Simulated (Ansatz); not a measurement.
Relaxed structures of B2H2Cl, doublet (PBE0-D4/def2-TZVP; forces vanish, vibrations not checked; lower isomers may exist, and structures with a doubtful reference or unclear bonds are left out; Å). Computed with Ansatz 0.2.0 (basis: def2-TZVPP); correlated methods freeze the cores; orbitals are unrestricted.

**Question.** Rank them by CCSD(T) energy, lowest first, and give each one's height above the lowest. Links in brackets join atoms within 1.22 times the sum of their covalent radii (1.1 for two metals). (Judge from chemistry; the value comes from the calculation.)
A.
B₂H₂Cl ([BH2][B][Cl])
```
5
angstrom
B 0.7196 -0.0294 0.0388
B -0.8402 0.0348 -0.0453
Cl -2.5114 0.1029 -0.1353
H 1.2753 -1.0897 0.0268
H 1.3567 0.9813 0.1151
```
B.
a complex of B₂Cl + H + H
```
5
angstrom
B -2.9383 0.1383 -0.5646
B -1.6251 0.0552 0.1884
Cl -0.1677 -0.0370 1.0243
H 2.3482 -2.2232 -0.4118
H 2.5152 2.0613 -0.2292
```
C.
B₂H₂Cl ([BH][BH][Cl])
```
5
angstrom
B 1.0825 -0.0734 0.5000
B 0.2299 0.6851 -0.5963
Cl 1.6335 0.8420 1.9080
H 1.3709 -1.2303 0.4226
H -0.4060 1.2506 -1.4142
```

**Answer.** By the calculation: A (0.000 eV), C (0.339 eV), B (8.155 eV). Heights count from the lowest.

The T1 diagnostic stays at or below 0.018. ⟨S²⟩ of the unrestricted Hartree–Fock references: 0.76 to 2.75 (a pure state has 0.75). The unrestricted reference is spin-contaminated, which hurts MP2 most.

For scale, one of the runs: CCSD(T)/def2-TZVPP, 132 basis functions, launched by `ansatz run in.yaml --threads 2 --pin off --events-out ev --progress --plain --max-ram 4352MiB`. The run took 39 s on 2 CPU threads of an Arm Neoverse V2 (shared host), with 1.4 GiB of host memory at its peak.
